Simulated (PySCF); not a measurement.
## Shapes and spin states of Al₃⁺

Computed with PySCF, PBE0, basis Al def2-TZVP (no relativity, density fitting).

Relaxations began from a few typed shapes and spin states; open shells are unrestricted. The search is not exhaustive: other isomers or separated fragments can lie lower, and high-lying points may rest on an excited occupation.

Problem. Order these stationary points by electronic energy, lowest first, in kJ/mol from the lowest minimum.
A. singlet (closed shell, unstable to spin polarisation) D3h: Al–Al 2.973 Å (×3); Al–Al–Al 60.0° (×3)
B. broken-symmetry Ms = 0 (⟨S²⟩ 1.07) D3h: Al–Al 2.672 Å (×3); Al–Al–Al 60.0° (×3)
C. singlet (closed shell, unstable to spin polarisation) D3h: Al–Al 2.541 Å (×3); Al–Al–Al 60.0° (×3)
D. triplet D3h: Al–Al 2.672 Å (×3); Al–Al–Al 60.0° (×3)
E. broken-symmetry Ms = 0 (⟨S²⟩ 0.66) D∞h: Al–Al 2.967 Å (×2); Al–Al–Al 180.0°
F. singlet (closed shell, unstable to spin polarisation) D∞h: Al–Al 2.635 Å (×2); Al–Al–Al 180.0°

Solution. D (0.0), B (8.0), E (25.7), C (38.8), A (71.9), F (149.5).

Problem. Which of them are minima?

Solution. By energy in kJ/mol, 0.0: minimum; 8.0: minimum; 25.7: minimum; 38.8: minimum of the closed-shell surface only; 71.9: minimum of the closed-shell surface only; 149.5: not settled, its softest mode being under 30 cm⁻¹.

The electron or spin density has lower symmetry than the nuclear frame for the broken-symmetry Ms = 0 (⟨S²⟩ 0.66) D∞h at 25.7 kJ/mol, singlet (closed shell, unstable to spin polarisation) D∞h at 149.5 kJ/mol.
